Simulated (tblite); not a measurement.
# C2H2O3: the cost of one run

Programs: tblite 0.8.0 and PySCF 2.14.0. All values are calculated, for the isolated system unless a continuum is named. Atoms count from 0, parts from 1.

## Step 1: The system as given

7 atoms, charge 0, multiplicity 1; geometry: rigid parts in contact. Parts: 1 = atoms 0–2, `O=C=O`, charge 0; 2 = atoms 3–6, `C=O`, charge 0.

## Step 2: Search for minima with GFN2-xTB

Job settings and geometry (Å):

```
{"job": {"kind": "dock", "xc": "GFN2-xTB", "basis": "xTB"}, "charge": 0, "multiplicity": 1, "parts": [{"atoms": "0-2", "charge": 0, "multiplicity": 1}, {"atoms": "3-6", "charge": 0, "multiplicity": 1}]}
O     -1.143629     0.001325     0.001353
C      0.000006     0.000026    -0.000032
O      1.143623    -0.001352    -0.001321
C     -1.007753    -2.450951    -2.153020
O     -0.039293    -1.802122    -1.903691
H     -1.758831    -2.719721    -1.391019
H     -1.228579    -2.831957    -3.164666
```

Method: GFN2-xTB search for minima from random contacts, gas phase.

Started as:

```bash
OMP_NUM_THREADS=1 python cluster_run.py task.json out
```

One launch serves the whole session: the jobs run in the order shown.

Q: Estimate the wall time of this first job on 1 thread of AMD EPYC 9R45, shared host.

About 2.5 s.
